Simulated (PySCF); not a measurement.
C₃H₉OP.
Numbering: `[CH3:1][P:2]([CH3:3])([CH3:4])=[O:5]` (hydrogens: H6, H7, H8 on C1; H9, H10, H11 on C3; H12, H13, H14 on C4)

Geometry (PBE0-D3(BJ)/def2-SVP, Å), atoms numbered from 1 in this order:
```
atom  x, y, z in Å
C1     1.5283    0.5970   -0.2947
P2     0.1405   -0.2230    0.5477
C3    -0.4359   -1.4841   -0.6294
C4    -1.1838    1.0233    0.5706
O5     0.4895   -0.7656    1.8980
H6     1.2397    1.0186   -1.2688
H7     1.8997    1.4011    0.3574
H8     2.3391   -0.1336   -0.4337
H9    -1.3539   -1.9437   -0.2355
H10   -0.6322   -1.0666   -1.6283
H11    0.3341   -2.2661   -0.7035
H12   -1.4403    1.3780   -0.4387
H13   -0.8566    1.8740    1.1872
H14   -2.0726    0.5784    1.0410
```

All values: PBE0/def2-SVPD (PySCF, non-relativistic), on one gas-phase PBE0-D3(BJ)/def2-SVP geometry that isn't relaxed in the solvent. The solvent is an IEF-PCM continuum (cavity from Bondi-type radii × 1.2), and excitations are vertical TDDFT with non-equilibrium linear response and a frozen core. Specific hydrogen bonds and non-electrostatic terms are outside this model.

```tsv
run	E − E(gas) (kcal/mol)	HOMO (eV)	HOMO–LUMO gap (eV)	dipole (D)	lowest singlet (eV)	static polarisability (au)
gas	0.00	-7.50	7.82	4.57	6.77	64.9
P	-5.13	-7.66	8.18	5.25	7.06	73.7
Q	-8.14	-7.77	8.38	5.69	7.22	79.8
```

Q: The runs were made in benzene and chloroform. Which run belongs to which solvent?

A: P = benzene, Q = chloroform. The dielectric constants are 2.271 (benzene), 4.711 (chloroform), and the energy falls further as ε rises. The optical constants n² used for the excitations are 2.25, 2.09 in the same order. In this model the ground state sees the solvent through ε alone.

Q: How constant is the ratio of the lowering to (ε − 1)/(2ε + 1)?

A: 
```tsv
solvent	(ε − 1)/(2ε + 1)	E − E(gas) (kcal/mol)	ratio (kcal/mol)	polarisation term (kcal/mol)
benzene	0.229	-5.13	-22.4	-5.64
chloroform	0.356	-8.14	-22.9	-9.46
```

The ratio changes by +2.2 % in size from benzene to chloroform. The polarisation term is half the interaction of the solute with the induced surface charges.
